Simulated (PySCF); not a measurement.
**Molecular orbitals of BS**

M06-2X at R = 1.577 Å; PySCF, no relativity, basis sets B STO-3G, S STO-3G. State: ²Σ⁺ (doublet), unpaired electrons σ ↑. Only the outer orbitals are listed, counted within each symmetry.

```tsv
spin	orbital	occ.	ε (eV)	on B (%)	main shells (%)
α	5σ	1	-19.80	24	71 S s, 16 B s
α	6σ	1	-10.20	45	44 B s, 35 S p, 21 S s
α	2π	1	-6.69	33	67 S p, 33 B p
α	2π	1	-6.69	33	67 S p, 33 B p
α	7σ	1	-6.42	74	51 B p, 24 S p, 23 B s
α	3π	0	4.22	67	67 B p, 33 S p
α	3π	0	4.22	67	67 B p, 33 S p
α	8σ	0	16.06	58	41 B p, 37 S p, 16 B s
β	5σ	1	-19.70	21	75 S s, 13 B s
β	6σ	1	-9.29	31	50 S p, 28 B s, 19 S s
β	2π	1	-6.57	22	78 S p, 22 B p
β	2π	1	-6.57	22	78 S p, 22 B p
β	7σ	0	-0.08	91	48 B p, 43 B s, 9 S p
β	3π	0	5.44	78	78 B p, 22 S p
β	3π	0	5.44	78	78 B p, 22 S p
```

Q: Which are the highest filled and the lowest empty level, where do they sit, and how wide is the gap?

A: Highest filled α 7σ at -6.42 eV (in %: 51 B p, 24 S p, 23 B s); lowest empty β 7σ at -0.08 eV (in %: 48 B p, 43 B s, 9 S p); the gap at M06-2X is 6.34 eV.

The bond order (Mayer) is 2.59 and the ⟨S²⟩ is 0.781. The charge on B (Mulliken, basis-dependent) is -0.04, the charge on B (Löwdin, basis-dependent) is -0.14 and the dipole moment (positive dipole means B(−)S(+)) is -0.64 D.

STO-3G is very small, so such numbers show the basis as much as the molecule. The state is the lowest determinant that a PBE0 search found; another state may lie lower at other levels.
